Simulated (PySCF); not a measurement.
Boranyloxyborane, B2H4O.
SMILES: `BOB`

Jobs on this species (7 atoms, 22 electrons) with PySCF (density fitting). Hardware of each: an Arm Neoverse V1 with one thread, no GPU (shared host). Other jobs ran on the host; a repeat could differ by tens of per cent or more. Peak memory is the resident size of the whole Python process, interpreter and libraries included.

```tsv
level and settings	work	basis functions	SCF cycles	wall time	peak memory
PBE0-D3(BJ)/def2-SVP, grid level 1	geometry optimisation from a GFN2-xTB start shaken at random	62	?	?	?
PBE0/pcSseg-1	shieldings, charges and field gradients, density and orbital grids written	71	10	4.0 s	0.32 GiB
delta-SCF UKS SCAN, pcX-2 on the ionised atom, pcseg-1 elsewhere, spin-free X2C	ΔSCF core ionisation, 2 holes	93	32	5.6 s	0.43 GiB
KT3/pcSseg-2	shieldings	164	13	9.1 s	0.54 GiB
CAM-B3LYP/def2-SVPD	10 singlets by full TDDFT, 4 Tamm–Dancoff triplets, polarisability, ΔSCF ions, density and orbital grids written	95	11	10 s	0.41 GiB
B3LYP/pcJ-1	spin–spin couplings from 7 perturbed nuclei	121	12	5.8 s	0.40 GiB
```

**Question.** Fill in the missing figures.

**Answer.** 
- PBE0-D3(BJ)/def2-SVP, grid level 1; geometry optimisation from a GFN2-xTB start shaken at random: 5.4 s, 0.27 GiB, 35 SCF cycles

**Question.** What do all jobs in the table cost together?

**Answer.** About 40 s; the longest takes about 25 % of that, and about 2.5 times as long as the shortest.
